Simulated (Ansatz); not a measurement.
Antifluorite Mg2Sn was calculated with B3LYP (VWN-RPA form) (Ansatz, an electronic-structure program, plane waves, PAW).

Settings: plane-wave cutoff 460 eV, 6×6×6 k mesh, Fermi–Dirac smearing 0.01 eV, scalar-relativistic PAW data made under PBE.

A third-order Birch–Murnaghan fit to the energies gives V0 = 26.275 Å³/atom, B0 = 42.5 GPa, B′ = 4.3.

```
V (Å³/atom)  P (GPa)
-----------  -------
24.944           ___
25.710           ___
26.257         0.029
26.914           ___
27.570        -1.847
```

Task: Estimate the withheld pressures from this fit; the answers are the runs' own values.

Result: 
- 24.944, P (GPa): 2.467
- 25.710, P (GPa): 0.969
- 26.914, P (GPa): -0.973

The formula P = (3/2) B0 (x^(7/3) − x^(5/3)) [1 + (3/4)(B′ − 4)(x^(2/3) − 1)] with x = V0/V meets the computed pressures within 0.01 GPa when these rounded values are put in.

Measured, for comparison: equilibrium volume per atom 25.82 Å³/atom (temperature not stated, not corrected to a static lattice; as tabulated in Freccero, Grin, Wagner, Dalton Trans. (2023), ESI). Computed (rounded) less measured: equilibrium volume per atom +1.8 %.

Spin–orbit coupling is not included.
